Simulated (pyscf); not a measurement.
PySCF, gas phase, ωB97X-D3(BJ)/def2-SVP geometries.

Q: For the elementary gas-phase step HO–V(F)(F)(F)–Cl (SMILES [OH][V]([F])([F])([F])[Cl]) → O=V(F)(F)–F (SMILES [O]=[V]([F])([F])[F]) + HCl (SMILES Cl) (singlet surface; H–O, Cl–V broken, Cl–H formed), what barrier and reaction energy does ωB97M-D3(BJ)/def2-TZVP give, measured from the reactant's lowest minimum found?

A: ΔE‡ = 0.52 eV, ΔE = -0.67 eV. Zero-point energy shifts the barrier by -0.12 eV. It is an elimination, with an imaginary mode of 720i cm⁻¹. On the reactant side the descent ends in a point that may be a rotor saddle (no frequency run), 0.12 eV over the lowest minimum found and 0.41 eV under the saddle at ωB97X-D3(BJ)/def2-TZVP. This is the saddle that the search found; another between the same sides may lie lower.
